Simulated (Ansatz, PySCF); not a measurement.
Species: C4H4N, charge -1, multiplicity 1. It need not be the lowest isomer of its formula. Whether it binds its extra electron was not tested at this geometry. 
Coordinates optimised at B3LYP-D3(BJ)/def2-TZVP (Ansatz, a program for electronic structure):
SMILES: [c-]1ccc[nH]1
```xyz
9

H      0.0205     0.0559     2.1175
N      0.0108     0.0669     1.1138
C      0.0032     1.2528     0.3797
C      0.0038    -1.0883     0.3491
C     -0.0094     0.7572    -0.9386
C     -0.0091    -0.6718    -0.9643
H      0.0084    -2.0796     0.7818
H     -0.0183     1.3838    -1.8237
H     -0.0172    -1.3276    -1.8273
```
Charge -1, spin multiplicity 1.

Total electronic energies in hartree. Valence correlation only, unless marked. No spin-orbit coupling. Non-relativistic. 

| level | program | energy (Eh) |
|---|---|---|
| HF-D3(BJ)/def2-TZVPD | PySCF + dftd3 | -208.29758 |
| RI-HF/cc-pVQZ | Ansatz | -208.23901 |
| revPBE-D4/def2-TZVPD | Ansatz + dftd4 | -209.57955 |
| r2SCAN/def2-TZVPD | Ansatz | -209.48187 |
| PBE0/6-31G* | Ansatz | -209.24554 |
| PBE0-D4/def2-TZVP | Ansatz + dftd4 | -209.35500 |
| BHLYP-D3(BJ)/def2-TZVPD | Ansatz + dftd3 | -209.47637 |
| BHLYP/def2-TZVPD | Ansatz | -209.46710 |
| TPSSh/def2-TZVPD | PySCF | -209.61669 |
| r2SCANh-D4/def2-TZVPD | Ansatz + dftd4 | -209.47234 |
| CAM-B3LYP-D3(BJ)/def2-TZVPD | Ansatz + dftd3 | -209.49781 |
| CAM-B3LYP-D4/def2-TZVPD | Ansatz + dftd4 | -209.49945 |
| wB97X-V/def2-TZVPD | Ansatz | -209.53972 |
| B2GP-PLYP/def2-TZVPD | Ansatz | -209.37802 |
| B2PLYP/def2-TZVPD | Ansatz | -209.42229 |
| PBE-QIDH/def2-TZVPD | Ansatz | -209.31440 |
| MP2/STO-3G | Ansatz | -205.68870 |
| MP2/6-31G* | Ansatz | -208.80724 |
| RI-MP2/cc-pVQZ | Ansatz | -209.15299 |
| CCSD/6-31G | Ansatz | -208.53642 |
| CCSD/6-31G* | Ansatz | -208.83334 |
| CCSD(T)/STO-3G | Ansatz | -205.74832 |

Totals of different functionals don't rank their quality; only differences between species are comparable.
